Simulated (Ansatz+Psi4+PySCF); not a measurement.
The numbers below are computed, except where a source is named.
| atom | x (Å) | y (Å) | z (Å) |
| --- | --- | --- | --- |
| O | 0.0000 | 0.0000 | 1.3307 |
| C | 0.0000 | 0.0000 | 0.1444 |
| F | 0.0000 | 1.0695 | -0.6395 |
| F | 0.0000 | -1.0695 | -0.6395 |

Basis set: cc-pVTZ (spherical functions). Frozen core: 4 orbitals. Charge 0, multiplicity 1.

Starred EOM-CCSD(T)(a) on the restricted Hartree–Fock determinant with PySCF 2.14.0; the energies are vertical.

The solver was asked for the few lowest roots only. Give the ionization energies of singlet CF2O among them whose weight of singles is over 0.7.

```tsv
root	energy (eV)	weight of singles
1	13.42	0.95
2	14.61	0.95
3	16.52	0.95
```

Higher main lines weren't sought.
